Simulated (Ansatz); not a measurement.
K2ZnTe2 (Ibam, No. 72; cell taken from a computed entry), treated with HSE06 (Ansatz, an electronic-structure program, PAW).

Numerical settings: plane-wave cutoff 460 eV, 4×4×4 k mesh, Fermi–Dirac smearing 0.01 eV, scalar-relativistic PAW data made under PBE.

Cell (relaxed with PBEsol):

```cif
data_K4Te4Zn2
_chemical_formula_sum 'K4 Zn2 Te4'
_space_group_name_H-M_alt 'P 1'
_space_group_IT_number 1
_cell_length_a 8.56524
_cell_length_b 8.56524
_cell_length_c 8.56524
_cell_angle_alpha 130.180
_cell_angle_beta 71.226
_cell_angle_gamma 132.581
loop_
_space_group_symop_operation_xyz
  'x, y, z'
loop_
_atom_site_label
_atom_site_type_symbol
_atom_site_fract_x
_atom_site_fract_y
_atom_site_fract_z
_atom_site_occupancy
K1 K 0.85978 0.68364 0.54342 1
K2 K 0.14022 0.31636 0.45658 1
K3 K 0.64022 0.18364 0.82385 1
K4 K 0.35978 0.81636 0.17615 1
Zn1 Zn 0.75000 0.75000 0.00000 1
Zn2 Zn 0.25000 0.25000 0.00000 1
Te1 Te 0.60742 0.69400 0.30142 1
Te2 Te 0.39258 0.30600 0.69858 1
Te3 Te 0.89258 0.19400 0.08658 1
Te4 Te 0.10742 0.80600 0.91342 1
```

Q: What does this level give for the band gap and smallest direct gap on the k points sampled?

A: 
* **band gap**: 2.91 eV
* **smallest direct gap on the k points sampled**: 3.11 eV

Note: cell and atoms aren't relaxed at this level (pressure 1.1 GPa); this cell isn't known to be the ambient phase, and symmetry holds it in the calculation.

Spin–orbit coupling is not included; with these elements it can move the gap by several tenths of an eV or more.

Static lattice: no zero-point or thermal effects.
